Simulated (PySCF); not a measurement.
Compound: H2S4.
Z-matrix (Å and degrees, PBE0-D3(BJ)/def2-SVP geometry), rows numbered from 1:
```
S 
S   1  2.0678
S   2  2.0730  1  106.57
S   3  2.0721  2  106.11  1    80.33
H   1  1.3558  2   96.91  3   -87.47
H   4  1.3558  3   98.01  2    83.72
```

The closed-shell ground state was solved at several levels (PySCF, density fitting, gas phase, non-relativistic).

```
              level  basis functions  total energy (Eh)  HOMO (eV)  LUMO (eV)  gap (eV)  dipole (D)
CAM-B3LYP/def2-SVPD              124         -1593.5260      -8.71      -0.65      8.06        1.44
      PBE0/pcSseg-1              106         -1593.3498      -7.49      -1.63      5.86        1.85
```

Problem. What might wB97X-D/pcSseg-1 (106 basis functions) give for the same quantities?

Solution. Total energy -1593.8911 Eh, HOMO -9.36 eV, LUMO 0.06 eV, gap 9.42 eV, dipole 1.87 D.

Problem. Over all these levels, which gives the widest orbital gap and which the narrowest?

Solution. wB97X-D/pcSseg-1 (range-separated hybrid) has the widest, 9.42 eV, and PBE0/pcSseg-1 (global hybrid, 25 % exact exchange) the narrowest, 5.86 eV. The two share the basis. From the narrowest to the widest the HOMO moves by -1.87 eV and the LUMO by +1.69 eV.

Problem. How far do the dipole and the HOMO energy spread over the levels?

Solution. The dipole runs from 1.44 to 1.87 D (mean 1.72 D) and the HOMO from -9.36 to -7.49 eV.

One conformer stands for the species.

Note: wB97X-D ran without an empirical dispersion term, which enters the total energy and its gradient alone.
